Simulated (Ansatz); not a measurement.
## CH5Al (SMILES [CH3][AlH2]): the energy, rung by rung

CH5Al: 7 atoms, total charge 0, spin state singlet. As SMILES, `[CH3][AlH2]`. The coordinates come from a PBE0-D4/def2-TZVP relaxation.

```tsv
atom	x (Å)	y (Å)	z (Å)
C	-0.4485	-0.6956	-0.3555
Al	0.5629	0.7783	0.4247
H	-1.0631	-1.2196	0.3808
H	-1.1344	-0.3064	-1.1182
H	0.1934	-1.4255	-0.8556
H	0.0160	1.5493	1.7034
H	1.9348	1.2516	-0.2254
```

Quantity: the energy change with the C1–H4 bond stretched from 1.097 to 1.646 Å, in eV. The values are calculated.

```
                       level                    kind  program  value (eV)  less FCI/STO-3G  CPU time (all runs)
      HF/STO-3G (restricted)            Hartree–Fock   Ansatz        3.37            +0.96                0.2 s
   SVWN5/STO-3G (restricted)                     LDA   Ansatz        2.59            +0.18                1.6 s
    BLYP/STO-3G (restricted)                     GGA   Ansatz        2.36            -0.05                2.6 s
    PBE0/STO-3G (restricted)           global hybrid   Ansatz        2.77            +0.36                2.5 s
 wB97M-V/STO-3G (restricted)  range-separated hybrid   Ansatz        2.77            +0.36                 43 s
 RPA@PBE/STO-3G (restricted)                     RPA   Ansatz        2.38            -0.03                3.6 s
     MP2/STO-3G (restricted)     perturbation theory   Ansatz        2.77            +0.36               0.22 s
CCSDT(Q)/STO-3G (restricted)   coupled cluster or CI   Ansatz        2.41             0.00               0.75 s
   CCSDT/STO-3G (restricted)   coupled cluster or CI   Ansatz        2.42            +0.01               0.58 s
                  FCI/STO-3G      exact in the basis   Ansatz        2.41             0.00                 26 s
```

FCI/STO-3G is exact within its basis and frozen core, so for wave-function methods in that basis the difference is their error; functionals converge differently with the basis, so for them it is only a difference. A spin-restricted reference rises too steeply as a bond breaks; here HF/STO-3G lie well above the multireference or unrestricted value. The first shape isn't each level's own minimum. The values span 2.36 to 3.37 eV. All rows use very small basis sets, so none should be taken for the real molecule's value. In so small a basis fixed costs decide the times, and correlated methods can beat functionals. Times are those of the runs behind each value, whatever else they computed, on shared processors of several kinds: orders of magnitude only.
